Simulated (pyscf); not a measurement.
Elementary routes open to HN=Si: [singlet] + ammonia (NH₃) in the gas phase (singlet surface):
A. HN=SiH–NH₂ (H–N broken; N–Si, H–Si formed)
B. H₂N–Si:–NH₂ [singlet] (H–N broken; H–N, N–Si formed)

Structures and frequencies: ωB97X-D3(BJ)/def2-SVP in PySCF. MP2 and CC: frozen core, UHF for open shells. ΔMP2 is the change of the MP2 total energy from the triple- to the quadruple-zeta basis.

Task: Rank the routes by free-energy barrier at 900 K, lowest first, for CCSD(T)/def2-TZVPP + ΔMP2(QZVPP) energies (ideal gas, 1 atm, RRHO with modes under 100 cm⁻¹ raised to 100, one conformer, R ln 2 for rigid chiral ones).

Result: B (154.0 kJ/mol), A (311.2 kJ/mol)

Route B is the fastest of these, ahead of the next by 157.2 kJ/mol. The most stable products are those of B (ΔG = -32.7 kJ/mol), so kinetics and thermodynamics agree. At 298 K B is still the fastest. A: On the reactant side the descent ends in a complex (not fully relaxed), 22.0 kJ/mol under the separated species and 229.2 kJ/mol under the saddle at ωB97X-D3(BJ)/def2-TZVP. B: On the reactant side the descent ends in an adduct with a N–Si contact, 24.2 kJ/mol under the separated species and 42.9 kJ/mol under the saddle at ωB97X-D3(BJ)/def2-TZVP. Only these routes are compared; each barrier is that of the saddle found, and lower ones may exist. The CCSD(T) − MP2 part came from Ansatz, without density fitting, on the same reference.
